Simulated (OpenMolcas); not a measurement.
# One shape, several levels: C2H2F2 (SMILES F/C=C\F)

Wanted: a comparison of 6 runs (HF/STO-3G, HF/def2-SVP, B3LYP/6-31G*, MP2/3-21G, MCPF/cc-pVDZ) of C2H2F2. 

The results are computed with OpenMolcas 26.06.

7 further runs of the same task are left out: 3 that didn't finish, 4 set aside as unsound or not needed.

### 1 The structure to begin with

The species is C2H2F2 (6 atoms), meant as a singlet with charge 0. SMILES: `F/C=C\F`. The coordinates come from a GFN2-xTB relaxation.

Bond lengths: F1–C2 1.335 Å, C2–C3 1.321 Å, C3–F4 1.335 Å, C2–H5 1.079 Å, C3–H6 1.078 Å. Angles: F1–C2–C3 123.7°, C2–C3–F4 123.7°, F1–C2–H5 113.2°, C3–C2–H5 123.0°, C2–C3–H6 123.2°, F4–C3–H6 113.1°.

### 2 Energy and gradient at HF/STO-3G (run 1)

The input, test.input:

```
* C2H2F2 Hartree-Fock
>>> EXPORT MOLCAS_PRINT=2
&GATEWAY
BasLib
$CurrDir
Coord
6
angstrom
F        0.192360      -0.836360      -1.520840
C        0.405210       0.027280      -0.525710
C       -0.327390       0.076410       0.572410
F       -1.362570      -0.733090       0.808990
H        1.239650       0.687180      -0.705780
H       -0.147270       0.778580       1.370930
Basis
STO-3G
Group
NoSym
&SEWARD
&SCF
Thresholds
1e-10 1e-07 1e-07 1e-05
PrOrbitals
1
&ALASKA
```

The basis set STO-3G is read from a file made from the Basis Set Exchange's data (not shown).

On the command line:

```sh
$ export MOLCAS_MEM=1860
$ pymolcas test.input > test.log
```

Log:

```text
--- Start Module: gateway ---
[...]
--- Stop Module: gateway /rc=_RC_ALL_IS_WELL_ ---
[...]
      Basis functions           22
[...]
--- Start Module: scf ---
[...]
       Convergence after  11 Iterations
[...]
::    Total SCF energy                               -271.9838413898
[...]
      Total spin, S                                     0.0000000000
[...]
      Total electronic charge=   32.000000
      Total            charge=   -0.000000
[...]
      Dipole Moment (debye):
      Origin of the operator (angstrom)=   -0.3155   -0.4233   -0.1920
                   X=  8.8684E-01               Y=  1.1881E+00               Z=  5.3745E-01           Total=  1.5770E+00
      Quadrupole Moment (debye*angstrom):
[...]
--- Stop Module: scf /rc=_RC_ALL_IS_WELL_ ---
--- Start Module: alaska ---
[...]
 *              Molecular gradients               *
 **************************************************
  Irreducible representation: a
 ------------------------------------------------------------------------------------------
                              X                       Y                       Z
 ------------------------------------------------------------------------------------------
  F1                6.88807744493081E-03    1.91522547733678E-02    1.89952539317986E-02
  C2                9.51979119800939E-06   -1.00256088213246E-02   -1.49396205878136E-02
  C3               -1.32351836593554E-02   -8.02542797381456E-03    6.50807237590989E-03
  F4                2.05879065242964E-02    1.79519319263122E-02   -1.93802949536082E-03
  H5               -6.70981792891379E-03   -9.33058053467217E-03   -4.60273578831771E-03
  H6               -7.54050217216085E-03   -9.72256936989391E-03   -4.02294043622620E-03
 ------------------------------------------------------------------------------------------
[...]
```

Wall time 1.9 s (1 thread of Arm Neoverse V1, shared host); peak memory 0.37 GiB.

### 3 Energy and gradient at HF/def2-SVP (run 2)

The input, run.input:

```
&GATEWAY
 BasLib = $CurrDir
 Coord
 6
 angstrom
 F        0.192360      -0.836360      -1.520840
 C        0.405210       0.027280      -0.525710
 C       -0.327390       0.076410       0.572410
 F       -1.362570      -0.733090       0.808990
 H        1.239650       0.687180      -0.705780
 H       -0.147270       0.778580       1.370930
 Basis = def2-SVP
 Group = NoSym

&SEWARD

&SCF
 Thresholds = 1e-10 1e-07 1e-07 1e-05
 PrOrbitals = 1 1

&ALASKA
```

The basis set def2-SVP is read from a file made from the Basis Set Exchange's data (not shown).

On the command line:

```sh
$ export MOLCAS_MEM=1860
$ pymolcas run.input > run.log
```

Log:

```text
--- Start Module: gateway ---
[...]
--- Stop Module: gateway /rc=_RC_ALL_IS_WELL_ ---
[...]
      Basis functions           66
[...]
--- Start Module: scf ---
[...]
       Convergence after  12 Iterations
[...]
::    Total SCF energy                               -275.5056913427
[...]
      Total spin, S                                     0.0000000000
[...]
      Total electronic charge=   32.000000
      Total            charge=   -0.000000
[...]
      Dipole Moment (debye):
      Origin of the operator (angstrom)=   -0.3155   -0.4233   -0.1920
                   X=  1.6112E+00               Y=  2.1591E+00               Z=  9.7712E-01           Total=  2.8657E+00
      Quadrupole Moment (debye*angstrom):
[...]
--- Stop Module: scf /rc=_RC_ALL_IS_WELL_ ---
[...]
--- Start Module: alaska ---
[...]
 *              Molecular gradients               *
 **************************************************
  Irreducible representation: a
 ------------------------------------------------------------------------------------------
                              X                       Y                       Z
 ------------------------------------------------------------------------------------------
  F1               -4.81615660311796E-04   -1.11035932800698E-02   -1.59849530530796E-02
  C2                8.85528168300276E-03    1.11221372869919E-02    4.34728771290249E-03
  C3                8.51722560266677E-03    1.19682588856076E-02    5.99676351897127E-03
  F4               -1.55409687535162E-02   -1.02390175983178E-02    6.41428349025208E-03
  H5                6.82514038435222E-04   -7.83537770934206E-04   -2.15256732887925E-03
  H6               -2.03243691030330E-03   -9.64247523212336E-04    1.37918565977424E-03
 ------------------------------------------------------------------------------------------
[...]
```

Run time: 3.9 s. Hardware: 1 thread of Arm Neoverse V1, shared host; peak memory 0.41 GiB.

Runs 3 to 5 aren't shown in full; the table further down has their settings and results.

### 4 A single-point energy at MCPF/cc-pVDZ (run 6)

The input, run.inp:

```
>>> EXPORT MOLCAS_PRINT=2

&GATEWAY
 COORD
 6
 angstrom
 F        0.192360      -0.836360      -1.520840
 C        0.405210       0.027280      -0.525710
 C       -0.327390       0.076410       0.572410
 F       -1.362570      -0.733090       0.808990
 H        1.239650       0.687180      -0.705780
 H       -0.147270       0.778580       1.370930
 BASIS = cc-pVDZ
 GROUP = NoSym

&SEWARD

&SCF
 THRESHOLDS = 1e-06 0.001 0.001 0.01
 PRORBITALS = 1 1

&MOTRA
 FROZEN = 4

&GUGA
 ELECTRONS = 24
 SPIN = 1
 INACTIVE = 12
 ACTIVE = 0
 CIALL = 1

&CPF
 MCPF
```

On the command line:

```sh
$ export MOLCAS_MEM=1860
$ pymolcas run.inp > run.log
```

Log:

```text
--- Start Module: gateway ---
[...]
--- Stop Module: gateway /rc=_RC_ALL_IS_WELL_ ---
[...]
      Basis functions           66
[...]
       Convergence after   8 Iterations
[...]
::    Total SCF energy                               -275.7398812068
[...]
      Total spin, S                                     0.0000000000
[...]
      *** WARNING: Default frozen orbitals is overwritten by user input.
      *** Default values:   4
[...]
--- Start Module: guga ---
[...]
--- Stop Module: guga /rc=_RC_ALL_IS_WELL_ ---
--- Start Module: cpf ---
[...]
      Active orbitals                            0       0
[...]
      Spin quantum number                      0.0
[...]
     FINAL MCPF ENERGY         -276.39799210
     FINAL CORRELATION ENERGY   -0.65811084  REFERENCE ENERGY    -275.73988126
[...]
      Total electronic charge=   32.000000
      Total            charge=    0.000000
[...]
      Dipole Moment (debye):
      Origin of the operator (angstrom)=   -0.3155   -0.4233   -0.1920
                   X=  1.1790E+00               Y=  1.5800E+00               Z=  7.1492E-01           Total=  2.0970E+00
      Quadrupole Moment (debye*angstrom):
[...]
--- Stop Module: cpf /rc=_RC_ALL_IS_WELL_ ---
[...]
```

It took 12 s on 1 thread of Arm Neoverse V1, shared host; peak memory 0.41 GiB.

### 5 The series

| run | level | integration grid | Cartesian functions | energy (Eh) | dipole moment (D) of the reference | HOMO energy (eV) | LUMO energy (eV) | wall time |
| --- | --- | --- | --- | --- | --- | --- | --- | --- |
| 1 | HF/STO-3G | – | no | -271.983841 | 1.58 | -7.89 | 8.47 | 1.9 s |
| 2 | HF/def2-SVP | – | no | -275.505691 | 2.87 | -10.65 | 4.65 | 3.9 s |
| 3 | B3LYP/6-31G* (spherical functions) | UltraFine | no | -277.036854 | 2.09 | -6.90 | 0.74 | 17 s |
| 4 | B3LYP/6-31G* (Cartesian functions) | UltraFine | yes | -277.040509 | 2.10 | -6.91 | 0.74 | 17 s |
| 5 | MP2/3-21G | – | no | -274.633200 | 3.02 | -10.50 | 4.86 | 1.9 s |
| 6 | MCPF/cc-pVDZ | – | no | -276.397992 | 2.75 | -10.51 | 4.81 | 12 s |

### 6 Summary of results

| quantity | value |
| --- | --- |
| run 6: total energy | -276.39799 Eh |
| run 6: dipole moment (mean-field density) | 2.75 D |
| run 6: HOMO energy (Hartree–Fock orbitals) | -10.51 eV |
| run 6: LUMO energy (Hartree–Fock orbitals) | 4.81 eV |
| run 6: HOMO–LUMO gap (Hartree–Fock orbitals) | 15.32 eV |
| run 6: correlation energy (4 core orbitals frozen) | -658.1 mEh |

Over runs 1, 2, 3, 4 the dipole moment (its size) runs from 1.58 D (HF/STO-3G) to 2.87 D (HF/def2-SVP). Over runs 1, 2, 3, 4 the HOMO–LUMO gap runs from 7.64 eV (B3LYP/6-31G*) to 16.36 eV (HF/STO-3G). The two ends differ in method and basis. In run 1 the basis is minimal, so the values are rough. All runs together took 54 s, the longest 17 s.
